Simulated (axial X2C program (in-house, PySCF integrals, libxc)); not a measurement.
# Working with the constants of BCl⁺

A bond curve at the PBE0 level, with spin–orbit coupling, was computed with an in-house relativistic program for diatomic molecules (basis Cl dyall-av3z [9s8p3d2f], B dyall-v3z [7s6p2d1f] (cores contracted in-house)) for the state Ω = 1/2 (⟨Sz⟩ = 0.50, ⟨Lz⟩ = 0.00 at PBE0). Its fit gives Re = 1.5988 Å, ωe = 1146.8 cm⁻¹, ωexe = 6.17 cm⁻¹ and αe = 5.976e-03 cm⁻¹; the masses are 34.9689 and 11.0093 u. Two-component means X2C with spin–orbit coupling and atomic mean-field Coulomb and Gaunt terms.

Problem. Find the reduced mass, Be and the force constant.

Solution. From the PBE0 values: μ = 8.3732 u. Be = 16.8576/(μ Re²) = 0.7876 cm⁻¹. k = 5.8918×10⁻⁷ μ ωe² = 6.49 mdyn/Å.

Problem. Estimate the centrifugal constant by the Kratzer relation.

Solution. D = 4Be³/ωe² = 1.49e-06 cm⁻¹.

Problem. Where do the fundamental and the first overtone lie?

Solution. ν(1←0) = ωe − 2ωexe = 1134.5 cm⁻¹; ν(2←0) = 2ωe − 6ωexe = 2256.6 cm⁻¹.

Problem. Estimate De from a Morse curve and compare with the computed well depth of 4.221 eV to Cl + B+.

Solution. De(Morse) = ωe²/(4ωexe) = 6.607 eV against 4.221 eV computed, a ratio of 1.57. The extrapolation overshoots: the well softens faster than a Morse curve, or the lowest atomic limit lies below the one to which the curve heads.

Problem. A Morse curve ties αe to the other constants (Pekeris). How well does that hold?

Solution. αe(Morse) = 6Be²/ωe × (√(ωexe/Be) − 1) = 5.839e-03 cm⁻¹; the PBE0 curve gives 5.976e-03 cm⁻¹, a ratio of 0.98.

Occupations by symmetry block were frozen at the best pattern of an incomplete PBE0 search. De is counted from the lowest determinant-based energies of the atoms at the same level, without counterpoise correction. Density functionals use the spin component along the axis (collinear). In 2c an atomic determinant is not the ground J level, so De misses part of the atomic spin–orbit lowering. This holds for PBE0. Without a current term, density functionals place determinants with orbital angular momentum somewhat too high.
